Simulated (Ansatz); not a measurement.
Zinc-blende HgTe, treated with LDA in Ansatz (plane waves, PAW).

Settings: plane-wave cutoff 520 eV, 20×20×20 k mesh, Fermi–Dirac smearing 0.05 eV, perturbation theory, scalar-relativistic PAW data made under PBE.

The cell has the measured lattice parameters. Conventional cell: a = 6.4530 Å, b = 6.4530 Å, c = 6.4530 Å, α = 90.00°, β = 90.00°, γ = 90.00°.

```yaml
crystal:
  lattice:
    - [0.00000, 3.22650, 3.22650]
    - [3.22650, 0.00000, 3.22650]
    - [3.22650, 3.22650, 0.00000]
  atoms:
    - { symbol: Hg, position: [0.00000, 0.00000, 0.00000] }
    - { symbol: Te, position: [0.75000, 0.75000, 0.75000] }
```

Harmonic phonon frequencies (cm⁻¹; i marks an imaginary mode; at Γ without the LO shift):

| q point | frequencies |
|---|---|
| Γ | 0 0 0 113 113 113 |
| X | 21 21 92 131 137 137 |
| L | 22 22 82 126 126 139 |

Measured, for comparison: zone-centre TO phonon frequency 116 cm⁻¹ (temperature not stated, no zero-point or thermal correction, Raman; as tabulated in Cardona et al. (2009), arXiv:0908.2634). Computed (rounded) less measured: zone-centre TO phonon frequency -3 %.

No imaginary mode appears at these points.

Note: the solid has no gap at this level, which affects its response; the cell isn't this level's own, so it is under some stress, which shifts stiffness and frequencies.

Ansatz is a first-principles code.
